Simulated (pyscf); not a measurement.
Thermochemistry of product channels of `[OH][AlH2]` + `[OH][SiH3]` on the singlet surface, in kcal/mol, from ωB97M-D3(BJ)/def2-TZVP energies (ideal gas, 1 atm, RRHO with modes under 100 cm⁻¹ raised to 100, one conformer, R ln 2 for chiral ones without a mode under 150 cm⁻¹). Single points on ωB97X-D3(BJ)/def2-SVP structures (PySCF, gas phase).

```
products                             ΔE  ΔH(298 K)  ΔG(298 K)  ΔG(600 K)
--------------------------------  -----  ---------  ---------  ---------
`[OH][SiH2][O][AlH2]` + `[H][H]`      ?      -29.6      -27.0          ?
`[OH][AlH][O][SiH3]` + `[H][H]`   -35.0      -36.7      -34.1      -31.9
```

### Question
What belongs in the gaps?

### Answer

- `[OH][SiH2][O][AlH2]` + `[H][H]`, ΔE: -27.4
- `[OH][SiH2][O][AlH2]` + `[H][H]`, ΔG(600 K): -24.7

These are energies of the channels, which say nothing of barriers.
